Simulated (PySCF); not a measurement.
carbon tetrachloride cation (CCl4), SMILES ClC(Cl)(Cl)Cl (connectivity only; charge and spin as stated), charge +1, multiplicity 2.

Geometry: PBE-D3(BJ)/def2-SVP. The spin state was assumed, not searched.

Level of theory: PBE-D3(BJ)/def2-SVP run with PySCF.

Frequencies are harmonic and unscaled.

Modes within 1.5 cm⁻¹ of each other (mostly degenerate sets) share a row, with their intensities summed.

```
mode  ν (cm⁻¹)  IR (km/mol)  moving atoms (share of kinetic energy)
----  --------  -----------  --------------------------------------
1          152          0.0                                Cl 100 %
2          183          0.0                                Cl 100 %
3–4        236         20.6                         Cl 84 %, C 16 %
5          291          0.0                                 Cl 94 %
6          451          0.0                                Cl 100 %
7–8        606          0.0                         C 76 %, Cl 24 %
9          661         11.7                         C 86 %, Cl 14 %
```
